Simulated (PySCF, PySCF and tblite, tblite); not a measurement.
# 1,3-Dioxane (C₄H₈O₂): conformers and averaged spectra

Which conformers does 1,3-Dioxane (C₄H₈O₂) (`C1COCOC1`) populate, and what do their averaged NMR parameters look like?

Computed with tblite 0.8.0 (tight binding) and PySCF 2.14.0 (DFT, with response routines of our own); each step states its level. Atoms count from 0 throughout.

### 1 The molecule as given

14 atoms, charge 0, multiplicity 1; geometry from: MMFF94s geometry.

Bonds of the start (Å): C0–C1 1.50, C0–C5 1.52, C0–H6 1.10, C0–H7 1.09, C1–H8 1.11, C1–H9 1.09, C1–O2 1.42, C3–H10 1.09, C3–H11 1.11, C3–O4 1.42, C5–H12 1.11, C5–H13 1.09, O2–C3 1.43, O4–C5 1.42.

### 2 GFN2-xTB relaxation, conformer 1

What the job is given:

```
{"job": {"xc": "GFN2-xTB", "basis": "xTB", "kind": "relax"}, "charge": 0, "multiplicity": 1}
C     -1.163900    -0.305300    -0.023900
C     -0.031100    -1.293200    -0.085900
O      1.037200    -0.792200    -0.882900
C      1.477300     0.478600    -0.411500
O      0.442000     1.444900    -0.408500
C     -0.645700     1.049800     0.415200
H     -1.965900    -0.647500     0.640700
H     -1.584700    -0.195000    -1.027400
H      0.364300    -1.519300     0.927900
H     -0.368900    -2.243300    -0.509400
H      2.271000     0.817400    -1.069300
H      1.899700     0.367600     0.605100
H     -0.311100     1.028000     1.471700
H     -1.420800     1.809000     0.336000
```

Launch:

```bash
$ OMP_NUM_THREADS=1 python ens_run.py task.json out
```

One launch serves the whole session.

The program printed:

```text
step      E/eV     max force
  0    -565.28245    1.023
  1    -565.31720    0.351
  2    -565.32584    0.311
  3    -565.33910    0.272
  4    -565.34642    0.222
  5    -565.35027    0.096
  6    -565.35138    0.072
  7    -565.35198    0.061
  8    -565.35241    0.054
  9    -565.35278    0.059
 10    -565.35308    0.051
 11    -565.35333    0.047
 12    -565.35353    0.031
 13    -565.35353    0.031
 14    -565.35362    0.023
 15    -565.35375    0.020
 16    -565.35379    0.020
 17    -565.35387    0.018
 18    -565.35391    0.015
 19    -565.35395    0.013
 20    -565.35398    0.013
 21    -565.35401    0.012
 22    -565.35402    0.011
 23    -565.35404    0.009
 24    -565.35405    0.009
 25    -565.35406    0.008
 26    -565.35406    0.005
 27    -565.35407    0.004
```

It took 0.08 s on 1 thread of AMD EPYC 9R45, shared host.

Relaxing gained 0.072 eV and moved the atoms by 0.04 Å on average (rms).

### 3 Shieldings, conformer 1: WP04/pcSseg-1 in acetone

What the job is given:

```
{"job": {"xc": "WP04", "basis": "pcSseg-1", "solvent": "acetone", "kind": "nmr", "pop": true}, "charge": 0, "multiplicity": 1}
C     -1.187940    -0.304386    -0.032149
C     -0.020397    -1.291838    -0.078121
O      1.031136    -0.776712    -0.873282
C      1.456251     0.465655    -0.403983
O      0.452975     1.434146    -0.406728
C     -0.633014     1.049202     0.415381
H     -1.958423    -0.650962     0.655202
H     -1.610888    -0.204338    -1.032432
H      0.348964    -1.480354     0.943300
H     -0.308099    -2.238950    -0.536657
H      2.236614     0.813397    -1.083806
H      1.865477     0.355791     0.624420
H     -0.297153     0.986380     1.463503
H     -1.376181     1.842495     0.323186
```

The program printed:

```text
coarse grid: 11480 points
cycle   1  E = -314.2998578254  dE =  7.693e-01  |g| = 1.086e+00  |ddm| = 3.260e+00
cycle   2  E = -314.0310686346  dE =  2.688e-01  |g| = 1.620e+00  |ddm| = 1.852e+00
cycle   3  E = -314.4972389214  dE = -4.662e-01  |g| = 1.393e-01  |ddm| = 1.293e+00
cycle   4  E = -314.5004949203  dE = -3.256e-03  |g| = 5.458e-02  |ddm| = 1.148e-01
cycle   5  E = -314.5012058455  dE = -7.109e-04  |g| = 1.132e-02  |ddm| = 4.608e-02
cycle   6  E = -314.5012322302  dE = -2.638e-05  |g| = 1.232e-03  |ddm| = 8.264e-03
cycle   7  E = -314.5012325000  dE = -2.698e-07  |g| = 6.116e-04  |ddm| = 1.414e-03
final grid: 110224 points
cycle   8  E = -314.5861561517  dE = -6.420e-05  |g| = 1.204e-02  |ddm| = 3.199e-02
cycle   9  E = -314.5861207223  dE =  3.543e-05  |g| = 1.852e-02  |ddm| = 1.678e-02
cycle  10  E = -314.5861842283  dE = -6.351e-05  |g| = 1.343e-03  |ddm| = 1.022e-02
cycle  11  E = -314.5861845926  dE = -3.642e-07  |g| = 2.625e-04  |ddm| = 1.223e-03
cycle  12  E = -314.5861846065  dE = -1.393e-08  |g| = 5.127e-05  |ddm| = 2.370e-04
cycle  13  E = -314.5861846069  dE = -4.172e-10  |g| = 2.323e-05  |ddm| = 4.467e-05
converged SCF energy = -314.5861846069

GIAO shielding tensors (ppm)
atom      isotropic    diamagn.    paramagn.     s11        s22        s33       span
  0 C      143.929     251.155    -107.226    134.252    144.020    153.517     19.266
  1 C      103.429     247.360    -143.932     79.979     88.206    142.101     62.123
  2 O      252.282     400.550    -148.268    187.676    266.772    302.398    114.722
  3 C       76.622     243.531    -166.909     53.407     78.226     98.234     44.827
  4 O      252.277     400.550    -148.272    187.651    266.799    302.382    114.730
  5 C      103.434     247.356    -143.922     79.994     88.201    142.106     62.112
  6 H       30.715      30.293       0.422     27.639     27.703     36.802      9.163
  7 H       29.926      31.163      -1.237     26.949     28.282     34.546      7.597
  8 H       28.131      31.176      -3.045     24.237     27.549     32.606      8.369
  9 H       27.910      29.223      -1.313     24.034     26.939     32.756      8.722
 10 H       26.980      28.057      -1.076     22.874     26.342     31.725      8.852
 11 H       27.031      30.130      -3.098     22.374     27.124     31.595      9.221
 12 H       28.129      31.174      -3.045     24.235     27.548     32.606      8.371
 13 H       27.909      29.222      -1.313     24.034     26.938     32.756      8.722
```

Run time: 7.9 s. Hardware: 1 thread of AMD EPYC 9R45, shared host; peak memory 0.81 GiB.

This run: HOMO -8.81 eV, LUMO 0.28 eV; dipole 2.87 D.

### 4 Single-point energy, conformer 1: PBE0/def2-TZVP in acetone

Changed since step 3:

```diff
@@ -1,2 +1,2 @@
-{"job": {"xc": "WP04", "basis": "pcSseg-1", "solvent": "acetone", "kind": "nmr", "pop": true}, "charge": 0, "multiplicity": 1}
+{"job": {"xc": "PBE0", "basis": "def2-TZVP", "solvent": "acetone", "kind": "sp"}, "charge": 0, "multiplicity": 1}
 C     -1.187940    -0.304386    -0.032149
```

The program printed:

```text
coarse grid: 11480 points
cycle   1  E = -307.3644176968  dE =  8.561e-01  |g| = 7.138e-01  |ddm| = 2.632e+00
cycle   2  E = -307.2830269998  dE =  8.139e-02  |g| = 9.996e-01  |ddm| = 1.253e+00
cycle   3  E = -307.4528148522  dE = -1.698e-01  |g| = 7.106e-02  |ddm| = 8.177e-01
cycle   4  E = -307.4536198546  dE = -8.050e-04  |g| = 2.774e-02  |ddm| = 5.701e-02
cycle   5  E = -307.4537901228  dE = -1.703e-04  |g| = 7.147e-03  |ddm| = 2.210e-02
cycle   6  E = -307.4538011513  dE = -1.103e-05  |g| = 5.922e-04  |ddm| = 5.116e-03
cycle   7  E = -307.4538012166  dE = -6.523e-08  |g| = 2.734e-04  |ddm| = 6.233e-04
final grid: 110224 points
cycle   8  E = -307.4464468653  dE = -7.918e-05  |g| = 1.319e-02  |ddm| = 8.200e-02
cycle   9  E = -307.4464170963  dE =  2.977e-05  |g| = 1.866e-02  |ddm| = 1.806e-02
cycle  10  E = -307.4464776256  dE = -6.053e-05  |g| = 1.039e-03  |ddm| = 9.607e-03
cycle  11  E = -307.4464778301  dE = -2.045e-07  |g| = 3.208e-04  |ddm| = 1.308e-03
cycle  12  E = -307.4464778531  dE = -2.305e-08  |g| = 6.019e-05  |ddm| = 4.728e-04
cycle  13  E = -307.4464778539  dE = -7.357e-10  |g| = 1.235e-05  |ddm| = 1.133e-04
converged SCF energy = -307.4464778539
```

Wall time 7.8 s (1 thread of AMD EPYC 9R45, shared host); peak memory 0.81 GiB.

Key values: HOMO -7.68 eV, LUMO 1.69 eV; dipole 2.65 D.

### 5 Averages: properties at WP04/pcSseg-1 in acetone

What the job is given:

```
{"job": {"study": "conf", "smiles": "C1COCOC1", "search": {"seed": 3905, "n_embed": 60, "ff_keep": 14, "window": 2.5, "nmax": 10, "temps": [150, 273.15, 298.15, 350, 800], "t_ref": 298.15, "order": 0.0005, "w0": 50.0}, "level": {"nmr": {"xc": "WP04", "basis": "pcSseg-1", "solvent": "acetone"}, "sp": {"xc": "PBE0", "basis": "def2-TZVP", "solvent": "acetone"}}, "kind": "conf"}, "charge": 0, "multiplicity": 1}
C     -1.187940    -0.304386    -0.032149
C     -0.020397    -1.291838    -0.078121
O      1.031136    -0.776712    -0.873282
C      1.456251     0.465655    -0.403983
O      0.452975     1.434146    -0.406728
C     -0.633014     1.049202     0.415381
H     -1.958423    -0.650962     0.655202
H     -1.610888    -0.204338    -1.032432
H      0.348964    -1.480354     0.943300
H     -0.308099    -2.238950    -0.536657
H      2.236614     0.813397    -1.083806
H      1.865477     0.355791     0.624420
H     -0.297153     0.986380     1.463503
H     -1.376181     1.842495     0.323186
```

The program printed:

```text
conformer  sym    E(xTB)   E(DFT)   G(298.15 K)  weight  dipole/D
    1     Cs      0.000    0.000    0.000   1.0000    2.654

mean shielding (ppm) by class
class atoms           150 K   273.15 K   298.15 K      350 K      800 K
  0 C  0            143.929    143.929    143.929    143.929    143.929
  1 C  1,5          103.431    103.431    103.431    103.431    103.431
  2 O  2,4           252.28     252.28     252.28     252.28     252.28
  3 C  3             76.622     76.622     76.622     76.622     76.622
  4 H  6,7            30.32      30.32      30.32      30.32      30.32
  5 H  8,9,12         28.02      28.02      28.02      28.02      28.02
  6 H  10,11         27.006     27.006     27.006     27.006     27.006
```

It took 16 s on 1 thread of AMD EPYC 9R45, shared host. This counts the runs that the step sums up.

The search (ETKDG, MMFF94s, GFN2-xTB) embedded 60 structures, kept 2 distinct ones after the force field and 2 after xTB; 1 was carried on (window 2.5 kcal/mol at the search's own energies). Energies: PBE0/def2-TZVP in acetone with D3(BJ).

The conformers at 298 K:

```tsv
no.	group	mirror pair	ΔE xTB	ΔE DFT	ΔG	weight (%)	μ (D)	A, B, C (GHz)
1	Cs	no	0.00	0.00	0.00	100.0	2.65	5.03, 4.85, 2.78
```

Energies in kcal/mol. ΔG holds xTB vibrations and rotation, symmetry numbers and mirror pairs.

Shifts against references run at the same level (¹³C TMS 175.9, ¹H TMS 31.98 ppm of shielding), by class of atoms, at 298 K:

```tsv
atoms	environment	average
C3	sp3 carbon bearing two oxygens	99.3
C1, C5	sp3 CH2 bonded to O	72.5
C0	sp3 CH2 in a ring	32.0
H10, H11	hydrogen on an sp3 carbon bearing two oxygens	4.97
H8, H9, H12, H13	hydrogen on an sp3 CH2 bonded to O	3.96
H6, H7	hydrogen on an sp3 CH2 in a ring	1.66
O2, O4	ether oxygen	252.3 (σ)
```

Effective distances for nuclear Overhauser effects, ⟨r⁻⁶⟩^(−1/6) over all pairs of two classes (Å): H6···H8 2.58; H8···H10 2.93.

### 6 Shieldings, conformer 1: wB97X-D/pcSseg-1 in cyclohexane

Changed since step 4:

```diff
@@ -1,2 +1,2 @@
-{"job": {"xc": "PBE0", "basis": "def2-TZVP", "solvent": "acetone", "kind": "sp"}, "charge": 0, "multiplicity": 1}
+{"job": {"xc": "wB97X-D", "basis": "pcSseg-1", "solvent": "cyclohexane", "kind": "nmr", "pop": false}, "charge": 0, "multiplicity": 1}
 C     -1.187940    -0.304386    -0.032149
```

The program printed:

```text
coarse grid: 11480 points
cycle   1  E = -307.3668098252  dE =  1.092e+00  |g| = 7.917e-01  |ddm| = 3.145e+00
cycle   2  E = -307.3563770305  dE =  1.043e-02  |g| = 8.708e-01  |ddm| = 9.329e-01
cycle   3  E = -307.4789684201  dE = -1.226e-01  |g| = 4.757e-02  |ddm| = 4.903e-01
cycle   4  E = -307.4793970892  dE = -4.287e-04  |g| = 1.746e-02  |ddm| = 4.108e-02
cycle   5  E = -307.4794666061  dE = -6.952e-05  |g| = 4.727e-03  |ddm| = 1.825e-02
cycle   6  E = -307.4794722828  dE = -5.677e-06  |g| = 4.873e-04  |ddm| = 4.440e-03
final grid: 110224 points
cycle   7  E = -307.5381158455  dE = -1.694e-04  |g| = 5.464e-03  |ddm| = 3.788e-02
cycle   8  E = -307.5381181575  dE = -2.312e-06  |g| = 5.279e-03  |ddm| = 8.124e-03
cycle   9  E = -307.5381228810  dE = -4.724e-06  |g| = 6.090e-04  |ddm| = 3.088e-03
cycle  10  E = -307.5381229679  dE = -8.684e-08  |g| = 2.937e-04  |ddm| = 1.011e-03
cycle  11  E = -307.5381229877  dE = -1.987e-08  |g| = 3.390e-05  |ddm| = 2.904e-04
cycle  12  E = -307.5381229883  dE = -5.850e-10  |g| = 7.003e-06  |ddm| = 9.604e-05
converged SCF energy = -307.5381229883

GIAO shielding tensors (ppm)
atom      isotropic    diamagn.    paramagn.     s11        s22        s33       span
  0 C      157.178     249.719     -92.541    147.105    155.446    168.982     21.877
  1 C      117.346     245.235    -127.889     94.311    103.474    154.252     59.942
  2 O      266.595     397.822    -131.227    190.884    280.499    328.402    137.518
  3 C       89.812     242.057    -152.246     68.454     90.722    110.259     41.805
  4 O      266.605     397.820    -131.215    190.882    280.557    328.376    137.494
  5 C      117.352     245.226    -127.873     94.332    103.471    154.255     59.923
  6 H       30.833      30.347       0.486     27.506     27.615     37.377      9.871
  7 H       29.698      30.522      -0.824     26.461     27.885     34.748      8.287
  8 H       28.120      30.374      -2.254     23.911     27.621     32.829      8.919
  9 H       27.590      29.054      -1.465     23.457     26.562     32.751      9.294
 10 H       26.628      27.854      -1.226     22.360     25.850     31.674      9.315
 11 H       26.989      29.531      -2.542     22.123     27.166     31.679      9.555
 12 H       28.119      30.372      -2.253     23.908     27.620     32.828      8.920
 13 H       27.591      29.053      -1.462     23.457     26.562     32.753      9.296
```

It took 9 s on 1 thread of AMD EPYC 9R45, shared host; peak memory 0.85 GiB.

This run: HOMO -9.57 eV, LUMO 3.52 eV; dipole 2.38 D.

### 7 Single-point energy, conformer 1: HSE06/pcseg-1 in cyclohexane

Changed since step 6:

```diff
@@ -1,2 +1,2 @@
-{"job": {"xc": "wB97X-D", "basis": "pcSseg-1", "solvent": "cyclohexane", "kind": "nmr", "pop": false}, "charge": 0, "multiplicity": 1}
+{"job": {"xc": "HSE06", "basis": "pcseg-1", "solvent": "cyclohexane", "kind": "sp"}, "charge": 0, "multiplicity": 1}
 C     -1.187940    -0.304386    -0.032149
```

The program printed:

```text
coarse grid: 11480 points
cycle   1  E = -307.1491977181  dE =  8.316e-01  |g| = 6.422e-01  |ddm| = 3.552e+00
cycle   2  E = -307.0705886598  dE =  7.861e-02  |g| = 9.211e-01  |ddm| = 1.302e+00
cycle   3  E = -307.2264849059  dE = -1.559e-01  |g| = 7.216e-02  |ddm| = 8.319e-01
cycle   4  E = -307.2273757568  dE = -8.909e-04  |g| = 2.726e-02  |ddm| = 7.561e-02
cycle   5  E = -307.2275549222  dE = -1.792e-04  |g| = 6.558e-03  |ddm| = 2.956e-02
cycle   6  E = -307.2275643411  dE = -9.419e-06  |g| = 5.598e-04  |ddm| = 6.035e-03
final grid: 110224 points
cycle   7  E = -307.2865683190  dE = -3.805e-05  |g| = 6.458e-03  |ddm| = 3.004e-02
cycle   8  E = -307.2865612524  dE =  7.067e-06  |g| = 8.684e-03  |ddm| = 1.190e-02
cycle   9  E = -307.2865781968  dE = -1.694e-05  |g| = 7.760e-04  |ddm| = 6.678e-03
cycle  10  E = -307.2865783345  dE = -1.377e-07  |g| = 2.179e-04  |ddm| = 9.508e-04
cycle  11  E = -307.2865783436  dE = -9.059e-09  |g| = 3.091e-05  |ddm| = 2.201e-04
cycle  12  E = -307.2865783437  dE = -1.874e-10  |g| = 1.029e-05  |ddm| = 3.519e-05
converged SCF energy = -307.2865783437
```

Wall time 3.8 s (1 thread of AMD EPYC 9R45, shared host); peak memory 0.74 GiB.

This run: HOMO -7.27 eV, LUMO 1.30 eV; dipole 2.34 D.

### 8 The ensemble: properties at wB97X-D/pcSseg-1 in cyclohexane

What the job is given:

```
{"job": {"study": "conf", "smiles": "C1COCOC1", "search": {"seed": 3905, "n_embed": 60, "ff_keep": 14, "window": 2.5, "nmax": 10, "temps": [150, 273.15, 298.15, 350, 800], "t_ref": 298.15, "order": 0.0005, "w0": 50.0}, "level": {"nmr": {"xc": "wB97X-D", "basis": "pcSseg-1", "solvent": "cyclohexane"}, "sp": {"xc": "HSE06", "basis": "pcseg-1", "solvent": "cyclohexane"}, "change": "wB97X-D/pcSseg-1; solvent cyclohexane; energies HSE06/pcseg-1", "top": 4}, "kind": "conf"}, "charge": 0, "multiplicity": 1}
C     -1.187940    -0.304386    -0.032149
C     -0.020397    -1.291838    -0.078121
O      1.031136    -0.776712    -0.873282
C      1.456251     0.465655    -0.403983
O      0.452975     1.434146    -0.406728
C     -0.633014     1.049202     0.415381
H     -1.958423    -0.650962     0.655202
H     -1.610888    -0.204338    -1.032432
H      0.348964    -1.480354     0.943300
H     -0.308099    -2.238950    -0.536657
H      2.236614     0.813397    -1.083806
H      1.865477     0.355791     0.624420
H     -0.297153     0.986380     1.463503
H     -1.376181     1.842495     0.323186
```

The program printed:

```text
conformer  sym    E(xTB)   E(DFT)   G(298.15 K)  weight  dipole/D
    1     Cs      0.000    0.000    0.000   1.0000    2.344

mean shielding (ppm) by class
class atoms           150 K   273.15 K   298.15 K      350 K      800 K
  0 C  0            157.178    157.178    157.178    157.178    157.178
  1 C  1,5          117.349    117.349    117.349    117.349    117.349
  2 O  2,4            266.6      266.6      266.6      266.6      266.6
  3 C  3             89.812     89.812     89.812     89.812     89.812
  4 H  6,7           30.265     30.265     30.265     30.265     30.265
  5 H  8,9,12        27.855     27.855     27.855     27.855     27.855
  6 H  10,11         26.809     26.809     26.809     26.809     26.809
```

Wall time 13 s (1 thread of AMD EPYC 9R45, shared host). This counts the runs that the step sums up.

Against the first level, at 298 K (shieldings, ppm; largest changes first):

```tsv
atoms	WP04/pcSseg-1 in acetone	wB97X-D/pcSseg-1 in cyclohexane	change
O2, O4	252.3	266.6	+14.3
C1, C5	103.4	117.3	+13.9
C0	143.9	157.2	+13.2
C3	76.6	89.8	+13.2
H10, H11	27.01	26.81	-0.20
H8, H9, H12, H13	28.02	27.86	-0.16
H6, H7	30.32	30.27	-0.05
```

Weights: from PBE0/def2-TZVP in acetone energies 1: 100 %; from HSE06/pcseg-1 in cyclohexane energies 1: 100 % (with a dispersion term where the level has one and the same thermal terms, so they don't follow from the SCF energies alone). Times: 16 s and 13 s.

### 9 Outcome

| quantity | value |
| --- | --- |
| conformers | 1; the first in weight is no. 1 (Cs), 100 % at 298 K |
| root-mean-square dipole | 2.65 D |
| averaged ¹³C shifts (WP04/pcSseg-1 in acetone) | 99.3, 72.5, 32.0 ppm |
| averaged ¹H shifts (WP04/pcSseg-1 in acetone) | 4.97, 3.96, 1.66 ppm |

**Reading.** The search found one conformer in the window, so the averages are its own values. Going from WP04/pcSseg-1 in acetone to wB97X-D/pcSseg-1 in cyclohexane moves O2 most, by 14.3 ppm of raw shielding.
